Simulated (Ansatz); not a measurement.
Basis-set extrapolation for C5H10S (`CC1CCSC1`) (PBE0-D4/def2-TZVP geometry, frozen core, the Gaussian-basis code of Ansatz). Multiplicity 1, RHF reference.

```tsv
	def2-TZVPP	def2-QZVPP
HF	-592.780655	-592.800861
MP2 correlation	-1.039721	-1.108901
CCSD(T) correlation	-1.148378	not run
```

Energies in hartree. Use E(X) = E(∞) + A·exp(−7.88·√X) for Hartree–Fock and E(X) = E(∞) + B·X^(−2.97) for correlation, with X = 3 and 4, and add CCSD(T) minus MP2 of the smaller set to the MP2 limit.

Question: What is the CCSD(T) energy at the basis-set limit?

Answer: HF limit: -592.800861 + (-0.020206) × 0.13774 = -592.80364. MP2 limit: -1.108901 + (-0.069180) × 0.74074 = -1.16015. Higher-order term: -1.148378 − (-1.039721) = -0.10866. Total: -594.07245 hartree, 3.90 eV below CCSD(T)/def2-TZVPP.
